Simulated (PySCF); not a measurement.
# How the method changes the constants of P₂

State: ¹Σg⁺ (singlet), closed shell. Set-up: PySCF, no relativity, basis sets P def2-TZVPP. De refers to P + P in their high-spin ground configurations, without counterpoise correction.

```json
{"Level": "RHF", "Re (Å)": "1.851", "ωe (cm⁻¹)": "914", "De (eV)": "1.68"}
{"Level": "RHF-MP2", "Re (Å)": "1.918", "ωe (cm⁻¹)": "737", "De (eV)": "4.71"}
{"Level": "RHF-SCS-MP2", "Re (Å)": "1.913", "ωe (cm⁻¹)": "750", "De (eV)": "4.80"}
{"Level": "RHF-CCSD", "Re (Å)": "1.893", "ωe (cm⁻¹)": "814", "De (eV)": "4.19"}
{"Level": "RHF-CCSD(T)", "Re (Å)": "1.908", "ωe (cm⁻¹)": "776", "De (eV)": "4.57"}
{"Level": "PBE", "Re (Å)": "1.905", "ωe (cm⁻¹)": "782", "De (eV)": "5.28"}
{"Level": "PW91", "Re (Å)": "1.904", "ωe (cm⁻¹)": "783", "De (eV)": "5.30"}
{"Level": "BP86", "Re (Å)": "1.906", "ωe (cm⁻¹)": "778", "De (eV)": "5.39"}
{"Level": "r²SCAN", "Re (Å)": "1.891", "ωe (cm⁻¹)": "813", "De (eV)": "4.88"}
{"Level": "r²SCANh", "Re (Å)": "1.884", "ωe (cm⁻¹)": "828", "De (eV)": "4.74"}
{"Level": "B3LYP", "Re (Å)": "1.889", "ωe (cm⁻¹)": "811", "De (eV)": "5.02"}
{"Level": "PBE0", "Re (Å)": "1.882", "ωe (cm⁻¹)": "833", "De (eV)": "4.83"}
{"Level": "CAM-B3LYP", "Re (Å)": "1.869", "ωe (cm⁻¹)": "855", "De (eV)": "4.82"}
```

Measured (Huber and Herzberg, Constants of Diatomic Molecules (1979)): Re = 1.8934 Å, ωe = 780.77 cm⁻¹.

The bond length runs from 1.851 Å (RHF) to 1.918 Å (RHF-MP2). De spans 1.68 eV (RHF, mean field) to 5.39 eV (BP86, GGA). Correlation at CCSD(T) changes the Hartree–Fock bond energy by +2.89 eV; the triples alone change it by +0.38 eV.

Correlated steps freeze 10 core orbitals. Where the molecule has an RHF reference, its open-shell atoms are computed with UHF.
